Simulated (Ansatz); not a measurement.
**BH₃+ (doublet): from Hartree-Fock to the top rungs, def2-TZVPP**

The task here is to estimate one member of a computed series from the others.

Program: Ansatz 0.2.0, Gaussian basis. Level of theory: def2-TZVPP, core rule «outside noble gas», up to 1 orbitals frozen. These are calculated values, not measurements.

The runs, in order: UHF; ROHF; CCSD(T) on UHF.

2 further runs of the same task are left out: 2 set aside as unsound or not needed.

## What is computed

The geometry is a PBE0/def2-TZVP stationary point (not a proven minimum).

4 atoms, charge 1, spin multiplicity 2.

Atoms are counted from 1 here; the program's logs count them from 0.

Bond lengths: B1–H2 1.276 Å, B1–H3 1.174 Å, B1–H4 1.276 Å. Angles: H2–B1–H3 145.8°, H2–B1–H4 68.5°, H3–B1–H4 145.8°.

The first run:

in.yaml reads:

```yaml
crystal:
  periodic: [false, false, false]
  atoms:
    - {symbol: B, position_ang: [0.000000, 0.000000, 0.068140]}
    - {symbol: H, position_ang: [0.000000, 0.717784, -0.986606]}
    - {symbol: H, position_ang: [0.000000, 0.000000, 1.242354]}
    - {symbol: H, position_ang: [0.000000, -0.717784, -0.986606]}
basis:
  gaussian: {orbitals: def2-TZVPP}
total_charge: 1
magnetization: {spin_polarized: true, initial_magnetization: 1}
hamiltonian: {xc: hf}
output: {orbitals: {seedname: orbitals}}
```

Run with:

```sh
$ ansatz run in.yaml --threads 1 --pin off --events-out ev --progress --plain --max-ram 4096MiB --backend cpu
```

Steps of the session up to this table: UHF; ROHF; CCSD(T) on UHF.

One table of the session follows, with a row left open; its other results are not shown here.

| method | from UCCSD(T) (meV) |
| --- | --- |
| ROHF | +3000.6 |
| UHF | +2875.5 |
| UMP2 | ? |
| UCCSD | +51.5 |
| UCCSD(T) | 0 |

**Question.** Estimate the row for UMP2.

**Answer.** from UCCSD(T) (meV): +591.9. In the column «from UCCSD(T) (meV)» it lies between UCCSD (+51.5) and UHF (+2875.5).
